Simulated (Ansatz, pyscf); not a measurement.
H₂B–Cl + H₂O → H₂B–OH + HCl, a four-centre exchange on the singlet surface: B–Cl, H–O broken, B–O, Cl–H formed. Single points on ωB97X-D3(BJ)/def2-SVP structures (PySCF, gas phase). Wave-function energies: Ansatz (a quantum-chemistry and plane-wave program), frozen core, RHF or UHF references. In kcal/mol, from the separated reactants.

Cost: rough CPU time of the saddle's run relative to CCSD(T)/cc-pV(D+d)Z, from one job on a shared machine, with the HF step and its search for lower states.

```json
[
 {"level": "r²SCAN/def2-TZVP", "barrier": "0.70", "reaction energy": "-12.08", "cost": "–"},
 {"level": "M06-2X/def2-TZVP", "barrier": "3.44", "reaction energy": "-12.39", "cost": "–"},
 {"level": "CCSD(T)/cc-pV(D+d)Z", "barrier": "5.24", "reaction energy": "-14.95", "cost": "1"},
 {"level": "CCSDT(Q)/cc-pV(D+d)Z", "barrier": "(withheld)", "reaction energy": "(withheld)", "cost": "200"},
 {"level": "CCSD(T)/cc-pV(T+d)Z", "barrier": "5.53", "reaction energy": "-13.07", "cost": "12"},
 {"level": "CCSD(T)/cc-pV(Q+d)Z", "barrier": "(withheld)", "reaction energy": "-11.83", "cost": "–"}
]
```

### Question
Some entries are withheld; supply them.

### Answer

- CCSDT(Q)/cc-pV(D+d)Z, barrier: 5.09
- CCSDT(Q)/cc-pV(D+d)Z, reaction energy: -14.90
- CCSD(T)/cc-pV(Q+d)Z, barrier: 6.57

In cc-pV(D+d)Z, going from CCSD(T) to CCSDT(Q) shifts the barrier by -0.15 and the reaction energy by +0.05 kcal/mol. With HF in the quadruple-zeta basis and the correlation energy extrapolated as X⁻³ from X = 3, 4, CCSD(T) gives 6.56 and -11.37; adding the double-zeta shift gives ΔE‡ = 6.41 and ΔE = -11.32 kcal/mol, without core correlation, relativity or geometry relaxation at these levels. On the reactant side the descent ends in an adduct with a B–O contact, 14.64 kcal/mol under the separated species and 19.77 kcal/mol under the saddle at ωB97X-D3(BJ)/def2-TZVP. On the product side the descent ends in a complex, 4.67 kcal/mol under the separated species and 21.28 kcal/mol under the saddle at ωB97X-D3(BJ)/def2-TZVP. What is counted as formed (B–O) is already present as a longer contact in the reactant adduct; forming that adduct is a step of its own. At ωB97X-D3(BJ) the barrier from the zero used here is 5.13 kcal/mol. One saddle was located; it need not be the lowest between these sides. The CCSD(T) − MP2 part came from Ansatz, without density fitting, on the same reference.
